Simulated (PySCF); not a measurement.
Molecule (SMILES): N#[N+][O-].
Geometry (B3LYP-D3(BJ)/def2-TZVP, fixed):
```xyz
3

N      0.0000     0.0000    -1.1943
N      0.0000     0.0000    -0.0734
O      0.0000     0.0000     1.1093
```
Charge 0, spin multiplicity 1.

Basis-set convergence of the isotropic shielding of O3 at HF with PySCF. GIAO, no density fitting; atoms are numbered in the order shown. All functions are spherical. No added dispersion term, no relativity. Reference: the value in pcseg-3, 179.94 ppm, itself unsure by roughly 2.81 ppm (its distance from pcSseg-2). Deviations are taken from unrounded values. Cost is core time over that of def2-TZVPPD, rough, on shared machines of one kind; a dash marks a row that isn't timed (too short, read off another run, short of memory, by another algorithm or on other hardware).

| basis | functions | isotropic shielding of O3 (ppm) | minus reference (ppm) | cost |
|---|---|---|---|---|
| STO-3G | 15 | 174.76 | -5.18 | - |
| 3-21G | 27 | 148.55 | -31.39 | - |
| pcseg-0 | 27 | 171.40 | -8.54 | - |
| cc-pVDZ | 42 | 185.50 | 5.56 | - |
| pcSseg-1 | 51 | 171.89 | -8.05 | - |
| 6-31+G* | 54 | 197.46 | 17.52 | - |
| def2-SVPD | 63 | 216.36 | 36.42 | - |
| aug-cc-pVDZ | 69 | 194.88 | 14.94 | - |
| aug-pcseg-1 | 69 | 187.61 | 7.67 | - |
| cc-pVTZ | 90 | 179.80 | -0.14 | 0.6× |
| pcseg-2 | 90 | 179.62 | -0.32 | 0.5× |
| def2-TZVPP | 93 | 181.29 | 1.35 | 0.5× |
| def2-TZVPPD | 114 | 183.92 | 3.98 | 1× |
| jun-cc-pV(T+d)Z | 117 | 187.20 | 7.26 | 1× |
| cc-pCVTZ | 129 | 181.57 | 1.63 | 2× |
| aug-cc-pVTZ | 138 | 187.40 | 7.46 | 3× |
| def2-QZVPP | 171 | 181.42 | 1.47 | 4× |
| def2-QZVPPD | 192 | 182.68 | 2.74 | 8× |
